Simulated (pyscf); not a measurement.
PySCF, gas phase, ωB97X-D3(BJ)/def2-SVP geometries. Correlated levels are frozen-core, on RHF or UHF. ΔMP2 is the change of the MP2 total energy from the triple- to the quadruple-zeta basis.

### Question
How much does it cost (ΔH, 298 K, CCSD(T)/def2-TZVPP + ΔMP2(QZVPP)) to split H₂N–GaH–Cl (SMILES [NH2][GaH][Cl]) at its Cl–Ga bond into [H₂N–GaH]• + Cl•?

### Answer
Cl–Ga to [H₂N–GaH]• + Cl•: 456.6 kJ/mol. The radicals are drawn with the spin at the cut bond; how far it spreads was not checked. Other isomers of [H₂N–GaH]• were not searched in full and may lie lower. The CCSD(T) − MP2 part came from Ansatz, without density fitting, on the same reference. The frozen core leaves the outer d or s,p core shells of the metals and heavy elements correlated in the MP2 and CC values, and def2-TZVPP describes them poorly, which can shift differences by a few kcal/mol. Left out: the spin-orbit lowering of Cl. Elements up to Kr have no core potential and no relativistic terms here.
